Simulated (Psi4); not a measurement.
**M06-2X/def2-SVP run of CH8Si2 (SMILES [SiH3]C[SiH3])**

Aim: the energy change on altering one bond length of CH8Si2 at M06-2X/def2-SVP, from 2 runs. 

Program for the calculation: Psi4 1.11.

## 1. The system as given

CH8Si2 has 11 atoms, charge 0, and is taken as a singlet. As SMILES, `[SiH3]C[SiH3]`. The coordinates come from a PBE0-D4/def2-TZVP relaxation.

Bond lengths: Si1–C2 1.872 Å, C2–Si3 1.872 Å, Si1–H4 1.488 Å, Si1–H5 1.487 Å, Si1–H6 1.487 Å, C2–H7 1.095 Å, C2–H8 1.095 Å, Si3–H9 1.487 Å, Si3–H10 1.487 Å, Si3–H11 1.488 Å. Some angles: Si1–C2–Si3 114.4°, Si1–C2–H7 108.8°, Si1–C2–H8 108.8°, Si3–C2–H7 108.8°, Si3–C2–H8 108.8°, C2–Si1–H4 111.1°, C2–Si1–H5 110.2°, C2–Si1–H6 110.2°, C2–Si3–H9 110.2°, C2–Si3–H10 110.2°.

## 2. A single-point energy at M06-2X/def2-SVP

Contents of ch8si2.xyz:

```xyz
11
CH8Si2
Si    -1.158980     1.034720    -0.344660
C     -0.286340    -0.621440    -0.365590
Si     1.335180    -0.652340     0.569590
H     -2.435800     0.976800    -1.106490
H     -0.293510     2.078920    -0.955560
H     -1.463790     1.436810     1.054620
H     -0.954100    -1.377620     0.060730
H     -0.099440    -0.908830    -1.405770
H      1.110650    -0.304370     1.998260
H      2.282060     0.336720    -0.011600
H      1.964060    -1.999380     0.506460
```

Contents of job.py:

```python
import psi4

psi4.set_memory(2200000000)
psi4.set_num_threads(1)
psi4.set_output_file('psi4.out', False)

with open('ch8si2.xyz') as f:
    atoms = ''.join(f.readlines()[2:])
geom = psi4.geometry('0 1\n' + atoms + 'symmetry c1')

options = {'basis': 'def2-SVP', 'puream': True, 'e_convergence': 1e-09, 'd_convergence': 1e-08, 'scf_type': 'pk', 'dft_radial_points': 99, 'dft_spherical_points': 590}
psi4.set_options(options)

result, w = psi4.energy('m06-2x', return_wfn=True)
psi4.oeprop(w, 'WIBERG_LOWDIN_INDICES', 'MULLIKEN_CHARGES', 'QUADRUPOLE')
print('E =', round(result, 9))
for k, v in sorted(psi4.core.scalar_variables().items()):
    print(f'{k:45s} {v:18.10f}')
```

The run is started by

```bash
python job.py
```

psi4.out, shortened:

```text
[...]
  Running in c1 symmetry.
[...]
  Nuclear repulsion =  151.529950661497395
[...]
  Multiplicity = 1
[...]
  Nalpha       = 21
  Nbeta        = 21
[...]
    Number of basis functions: 90
[...]
   @RKS iter   1:  -621.46522767935164   -3.50971e-01   5.71970e-03 DIIS/ADIIS
[...]
   @RKS iter  10:  -621.61202518192272   -1.25056e-12   1.47889e-09 DIIS
[...]
    Orbital Energies [Eh]
    ---------------------
    Doubly Occupied:
       1A    -67.009972     2A    -67.009938     3A    -10.539629
       4A     -5.551293     5A     -5.551258     6A     -3.863421
       7A     -3.863416     8A     -3.863411     9A     -3.863409
      10A     -3.863345    11A     -3.863316    12A     -0.791511
      13A     -0.605625    14A     -0.585367    15A     -0.497053
      16A     -0.441477    17A     -0.406201    18A     -0.396163
      19A     -0.393790    20A     -0.380327    21A     -0.364134
[...]
  @RKS Final Energy:  -621.61202518192272
   => Energetics <=
    Nuclear Repulsion Energy =            151.5299506614973950
    One-Electron Energy =               -1159.5197461913337520
    Two-Electron Energy =                 410.2343430170477632
    DFT Exchange-Correlation Energy =     -23.8565726691343052
    Empirical Dispersion Energy =           0.0000000000000000
    VV10 Nonlocal Energy =                  0.0000000000000000
    Total Energy =                       -621.6120251819228315
[...]
 Multipole Moments:
 ------------------------------------------------------------------------------------
     Multipole            Electronic (a.u.)      Nuclear  (a.u.)        Total (a.u.)
 ------------------------------------------------------------------------------------
 L = 1.  Multiply by 2.5417464519 to convert [e a0] to [Debye]
 Dipole X            :         -0.0666638           -0.0521295           -0.1187933
 Dipole Y            :         -0.1448092           -0.1130379           -0.2578470
 Dipole Z            :         -0.0852364           -0.0664233           -0.1516597
 Magnitude           :                                                    0.3218658
 L = 2.  Multiply by 1.3450342976 to convert [e a0^2] to [Debye ang]
 Quadrupole XX       :       -256.2764349          227.1860750          -29.0903599
 Quadrupole XY       :        126.2194861         -125.4793828            0.7401032
[...]
  Mulliken Charges: (a.u.)
   Center  Symbol    Alpha    Beta     Spin     Total
       1    SI     6.79720  6.79720  0.00000  0.40560
       2     C     3.28286  3.28286  0.00000 -0.56571
       3    SI     6.79720  6.79720  0.00000  0.40560
       4     H     0.53835  0.53835  0.00000 -0.07671
       5     H     0.53754  0.53754  0.00000 -0.07507
       6     H     0.53754  0.53754  0.00000 -0.07508
       7     H     0.44794  0.44794  0.00000  0.10411
       8     H     0.44794  0.44794  0.00000  0.10412
       9     H     0.53754  0.53754  0.00000 -0.07508
      10     H     0.53753  0.53753  0.00000 -0.07507
      11     H     0.53835  0.53835  0.00000 -0.07671
[...]
```

On the terminal:

```text
E = -621.612025182
CURRENT ENERGY                                   -621.6120251819
CURRENT REFERENCE ENERGY                         -621.6120251819
DD SOLVATION ENERGY                                 0.0000000000
DFT FUNCTIONAL TOTAL ENERGY                      -621.6120251819
DFT TOTAL ENERGY                                 -621.6120251819
DFT VV10 ENERGY                                     0.0000000000
DFT XC ENERGY                                     -23.8565726691
GRID ELECTRONS ALPHA                               20.9999978588
GRID ELECTRONS BETA                                20.9999978588
GRID ELECTRONS TOTAL                               41.9999957176
NUCLEAR REPULSION ENERGY                          151.5299506615
ONE-ELECTRON ENERGY                             -1159.5197461913
PCM POLARIZATION ENERGY                             0.0000000000
PE ENERGY                                           0.0000000000
SCF ITERATION ENERGY                             -621.6120251819
SCF ITERATIONS                                     10.0000000000
SCF TOTAL ENERGY                                 -621.6120251819
TWO-ELECTRON ENERGY                               410.2343430170
XC GRID RADIAL POINTS                              99.0000000000
XC GRID SPHERICAL POINTS                          590.0000000000
XC GRID TOTAL POINTS                           606255.0000000000
```

It took 42 s on 1 thread of Intel Xeon Platinum 8488C (Sapphire Rapids), shared host; peak memory 1.4 GiB.

## 3. The distorted shape: energy and gradient at M06-2X/def2-SVP

Contents of ch8si2.json:

```json
{
  "schema_name": "qcschema_input",
  "schema_version": 1,
  "molecule": {
    "schema_name": "qcschema_molecule",
    "schema_version": 2,
    "symbols": ["Si", "C", "Si", "H", "H", "H", "H", "H", "H", "H", "H"],
    "geometry": [-1.49895911, 1.04354834, -3.82435592, 0.1500915, -2.08614048, -3.86390789, 3.2143202, -2.14453302, -2.09667381, -3.91179922, 0.9340954, -5.26400597, 0.13654216, 3.01680036, -4.97878961, -2.7661622, 2.71517739, 1.99294297, -1.11179202, -3.51511358, -3.05827985, 0.50328131, -2.62922887, -5.82956321, 2.79002, -1.48696502, 0.60312121, 5.00366408, -0.27548049, -3.19496374, 4.40273117, -4.69006969, -2.21597222],
    "molecular_charge": 0,
    "molecular_multiplicity": 1,
    "fix_symmetry": "c1"
  },
  "driver": "gradient",
  "model": {
    "method": "m06-2x",
    "basis": "def2-SVP"
  },
  "keywords": {
    "puream": true,
    "e_convergence": 1e-09,
    "d_convergence": 1e-08,
    "scf_type": "pk",
    "dft_radial_points": 99,
    "dft_spherical_points": 590
  }
}
```

The run is started by

```bash
psi4 --qcschema ch8si2.json -n 1 --memory 2200MB
```

stdout, shortened:

```text
[...]
  Running in c1 symmetry.
[...]
  Nuclear repulsion =  147.566941829163881
[...]
  Multiplicity = 1
[...]
  Nalpha       = 21
  Nbeta        = 21
[...]
    Number of basis functions: 90
[...]
   @RKS iter   1:  -621.23543510490936   -3.49363e-01   6.17088e-03 DIIS/ADIIS
[...]
   @RKS iter  11:  -621.43840807308766   -1.12550e-11   6.04076e-09 DIIS
[...]
    Orbital Energies [Eh]
    ---------------------
    Doubly Occupied:
       1A    -67.068794     2A    -67.019243     3A    -10.562382
       4A     -5.605091     5A     -5.560771     6A     -3.918587
       7A     -3.915724     8A     -3.915669     9A     -3.873056
      10A     -3.872816    11A     -3.872717    12A     -0.811424
      13A     -0.614727    14A     -0.591878    15A     -0.512884
      16A     -0.460842    17A     -0.424833    18A     -0.402573
      19A     -0.398203    20A     -0.383287    21A     -0.256159
[...]
  @RKS Final Energy:  -621.43840807308766
   => Energetics <=
    Nuclear Repulsion Energy =            147.5669418291638806
    One-Electron Energy =               -1150.6324025602002621
    Two-Electron Energy =                 405.4056293810116358
    DFT Exchange-Correlation Energy =     -23.7785767230628871
    Empirical Dispersion Energy =           0.0000000000000000
    VV10 Nonlocal Energy =                  0.0000000000000000
    Total Energy =                       -621.4384080730876576
[...]
  -Total Gradient:
     Atom            X                  Y                   Z
    ------   -----------------  -----------------  -----------------
       1        0.003822962244    -0.003358360811    -0.012170160596
       2        0.003252863630    -0.003450922432    -0.009994604814
       3       -0.007556000257     0.001141456818    -0.006756750522
       4        0.002610527906    -0.001995024504    -0.006237437710
       5        0.000483549589    -0.002757714508    -0.005859997750
       6       -0.007471675923     0.009701939720     0.033015225538
       7        0.002366042950     0.002838833215    -0.001660208056
       8        0.000391476329    -0.001732937285     0.006778263359
       9        0.000675557177    -0.000048590093     0.000821687232
      10        0.000618318331    -0.000354414425     0.000975616467
      11        0.000775194224    -0.000021630709     0.001154379035
[...]
```

Wall time 54 s (1 thread of Intel Xeon Platinum 8488C (Sapphire Rapids), shared host); peak memory 1.4 GiB.

## 4. Outcome

At M06-2X/def2-SVP:

| quantity | value |
| --- | --- |
| first shape: total energy | -621.61203 Eh |
| first shape: dipole moment | 0.82 D |
| first shape: HOMO energy | -9.91 eV |
| first shape: LUMO energy | 1.46 eV |
| first shape: HOMO–LUMO gap | 11.37 eV |
| distorted shape: total energy | -621.43841 Eh |
| distorted shape: dipole moment | 3.37 D |
| distorted shape: HOMO energy | -6.97 eV |
| distorted shape: LUMO energy | -2.74 eV |
| distorted shape: HOMO–LUMO gap | 4.23 eV |
| distorted shape: largest force on an atom | 1.811 eV/Å |
| energy change with the Si1–H6 bond stretched from 1.487 to 3.272 Å | 4.724 eV |

**Reading.** With the Si1–H6 bond stretched from 1.487 to 3.272 Å the energy rises by 4.72 eV (109 kcal/mol). The first shape isn't relaxed at this level, so the change isn't measured from a minimum. A restricted reference can't describe the breaking bond well at this length. Mulliken charges (first shape) run from -0.57 on C2 to +0.41 on Si1.
